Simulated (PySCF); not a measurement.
SiCl: energy against distance

Set-up: Si 6-311G(d,p), Cl 6-311G(d,p); no relativity (PySCF 2.14). Energies in eV from Si + Cl in their ground configurations at the same level. State: ²Π (doublet), unpaired electrons π ↑.

```tsv
R (Å)	revPBE	UHF-CCSD	UHF-CCSD(T)
1.798	-3.037		
1.882	-3.646	-3.249	-3.345
1.966	-3.986	-3.551	-3.650
2.028	-4.117	-3.650	-3.753
2.091	-4.168	-3.671	-3.776
2.154	-4.160	-3.633	-3.741
2.237	-4.083	-3.517	-3.630
2.342	-3.914	-3.304	-3.422
2.467	-3.649	-2.992	-3.118
2.635	-3.252
```

Question: Put a parabola through the three lowest points of the revPBE curve and estimate Re, k and ωe (reduced mass 15.54 u; 1 eV/Å² = 0.16022 mdyn/Å; ωe = 1302.8·√(k/μ) cm⁻¹).

Answer: Through R = 2.028, 2.091, 2.154 Å the second-order coefficient is 7.43 eV/Å², so Re ≈ 2.114 Å, k ≈ 2.38 mdyn/Å and ωe ≈ 510 cm⁻¹. A polynomial fit of higher order to the unrounded revPBE energies gives Re = 2.112 Å, k = 2.18 mdyn/Å, ωe = 488 cm⁻¹; anharmonicity and rounding make the difference.

The higher-order fit for each curve: revPBE: Re = 2.112 Å, ωe = 488 cm⁻¹, De = 4.17 eV; UHF-CCSD: Re = 2.079 Å, ωe = 524 cm⁻¹, De = 3.67 eV; UHF-CCSD(T): Re = 2.082 Å, ωe = 520 cm⁻¹, De = 3.78 eV.

Correlated steps freeze 10 core orbitals. The state was picked by a PBE0 search and need not be the measured ground state.
